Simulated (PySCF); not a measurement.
**PH: g tensor and hyperfine couplings**

Compound: PH (triplet state).
Structure used (GFN2-xTB), in Å, numbered top down from 1:
```
atom  x, y, z in Å
P1     0.7008   -0.0030   -0.0027
H2    -0.6980    0.0043   -0.0114
```

The species is `[PH]` [triplet].

Method used: UKS B3LYP, pcH-1 on H P, non-relativistic, mean-field spin-orbit, GIAO in PySCF 2.14.0. Isolated species at its GFN2-xTB geometry, gas phase. The geometry wasn't refined by DFT: couplings that depend on bond lengths, twists or pyramidal angles can differ widely from those at the functional's own minimum, by a factor of two or more for some ions and for spin on atoms past the first row.

```json
{
 "g1, g2, g3": "2.00219, 2.00704, 2.00704",
 "g_iso": "2.00542",
 "Form of g": "axial",
 "⟨S²⟩": "2.0048 (exact 2.0000)",
 "D, E": "4.900, 0.001 cm⁻¹",
 "Total energy": "-341.88686 Eh"
}
```

Isotropic coupling and dipolar principal values T1 to T3, in 10⁻⁴ cm⁻¹ (1 × 10⁻⁴ cm⁻¹ = 2.998 MHz):

| atom | isotope | a_iso | of which spin–orbit | T1 | T2 | T3 | Mulliken spin population |
| --- | --- | --- | --- | --- | --- | --- | --- |
| P1 | 31P | 16.2 | -1.4 | -110.6 | 55.3 | 55.3 | 2.05 |
| H2 | 1H | -10.6 | 0.0 | -2.5 | -2.5 | 5.1 | -0.05 |

The largest Mulliken spin population is on P1 (+2.05).

Axes: g1 lies along the molecular axis.

β density exceeds α density at some nuclei, such as H2 (-0.0142), spin density in bohr⁻³. In a single determinant that takes different orbitals for the two spins, that is spin polarisation.
